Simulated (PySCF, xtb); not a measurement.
**Relative energy of two conformers of FH2OSi+**

Structure I: `O[SiH+]F`, a singlet. Structure II: `O[SiH+]F`, a singlet. Both are isolated ions in the gas phase, relaxed with PBE0-D4/def2-SVP.

I (Å):

```yaml
atoms:
  - { symbol: F, position_ang: [-0.7593, 0.5989, -1.4173] }
  - { symbol: O, position_ang: [0.2311, -0.1577, 0.9079] }
  - { symbol: Si, position_ang: [0.1647, -0.3888, -0.6371] }
  - { symbol: H, position_ang: [0.6765, -0.5545, 1.6717] }
  - { symbol: H, position_ang: [0.8621, -1.4128, -1.4173] }
```

II (Å):

```xyz
5

F     1.0515   -0.6226   -1.5841
O    -1.6496   -0.2609   -1.8160
Si   -0.4090   -1.1862   -1.5798
H    -1.7836    0.6853   -1.9877
H    -0.6157   -2.6135   -1.3497
```

Energies in hartree; the thermal terms are from GFN2-xTB frequencies at re-optimised GFN2-xTB minima (ideal gas, soft modes damped towards free rotors, one conformer each, 298.15 K, 1 atm) and include the zero-point energy:

```
                               I           II
E, CCSD(T)/def2-TZVP  −464.903177  −464.905996
   zero-point energy     0.023371     0.023222
        H(298 K) − E     0.028760     0.028643
        G(298 K) − E    −0.002777    −0.002951
```

**Question.** Work out ΔE, ΔE₀, ΔH and ΔG for I → II in kcal/mol (1 Eh = 627.51 kcal/mol) and the equilibrium ratio [II]/[I].

**Answer.** 1. ΔE = −464.905996 − (−464.903177) = −0.002819 Eh = −1.77 kcal/mol.
2. ΔE₀ = ΔE + ΔZPE = −0.002819 + (−0.000149) Eh = −1.86 kcal/mol.
3. ΔH = ΔE + (−0.000117) Eh = −1.84 kcal/mol.
4. ΔG = ΔE + (−0.000174) Eh = −1.88 kcal/mol, so ΔS = (ΔH − ΔG)/T = +0.5 J/(mol K).
5. kT = 0.9442 mEh, so K = [II]/[I] = exp(−ΔG/kT) = exp(+3.17) ≈ 24.

Structure II is favoured at this temperature. An error of 1 kcal/mol in ΔG would change K by a factor of 5.4. Mirror images and further conformers aren't counted.

Other levels gave ΔE = −2.0 (PBE0-D4/def2-SVP); −1.5 (HF/def2-TZVP); −1.8 (MP2/def2-TZVP) kcal/mol. The correlated steps freeze 7 core orbitals. Programs: PySCF 2.14.0, xtb 6.7.1.
